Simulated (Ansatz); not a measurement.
Two isomers of C4H7FO: A = `C=CCOCF`, B = `C/C(=C/F)CO`.

Program: Ansatz. Geometries: PBE0-D4/def2-TZVP. ΔE: electronic, gas phase. CCSD(T)/CBS adds triple-zeta CCSD(T) − MP2 to the extrapolated MP2 energy (def2 sets, frozen cores). DFT in def2-TZVPP. B3LYP here is the variant with VWN-RPA as its local correlation; programs differ in this. One conformer a species, not always the lowest.

A:

Z-matrix (Å, degrees):
```
C
C 1 1.486
O 1 1.423 2 108.7
H 1 1.097 2 110.1 3 119.6
H 1 1.098 2 110.8 3 -120.8
C 2 1.324 1 124.0 3 127.9
H 2 1.087 1 115.6 3 -53.4
C 3 1.363 1 114.0 2 -179.6
H 6 1.086 2 121.5 1 -1.9
H 6 1.083 2 121.6 1 177.7
F 8 1.384 3 111.4 1 -70.7
H 8 1.091 3 107.6 1 171.4
H 8 1.099 3 112.2 1 48.2
```

B:

```xyz
13

C     1.026   -0.006   -1.100
C     0.246    0.158    0.163
C     0.862    0.167    1.335
F     0.208    0.306    2.500
C    -1.243    0.286    0.046
O    -1.831   -0.860   -0.547
H     2.089   -0.160   -0.906
H     0.919    0.878   -1.737
H     0.650   -0.858   -1.672
H     1.932    0.072    1.480
H    -1.487    1.115   -0.625
H    -1.689    0.503    1.021
H    -1.682   -1.603    0.044
```

Problem. Which isomer does CCSD(T)/CBS put lower? Give the gap. (Best estimate.)

Solution. The calculation gave: B, by 24.8 kJ/mol.

Problem. Give E(B) − E(A) in kJ/mol with ωB97M-V, HF/def2-TZVPP, B3LYP-D4, PBE0-D4, r2SCAN-D4, PBE-D4, B2PLYP. (An estimate is asked.)

Solution. Ansatz gave: ωB97M-V -25.4, HF/def2-TZVPP -6.4, B3LYP-D4 -23.3, PBE0-D4 -30.4, r2SCAN-D4 -27.8, PBE-D4 -31.4, B2PLYP -21.4. None reverses the order clearly.

Largest T1 diagnostic: 0.011.

In def2-TZVPP, CCSD(T) changes the Hartree–Fock value by −16.6 kJ/mol (the triples alone add −1.6 kJ/mol) and MP2 by −21.9 kJ/mol. The D4 term adds −3.4 kJ/mol with B3LYP and −1.8 kJ/mol with PBE0; it sums over pairs of atoms, weighted by their polarisabilities, and B3LYP, whose exchange is more repulsive, gets the larger term.
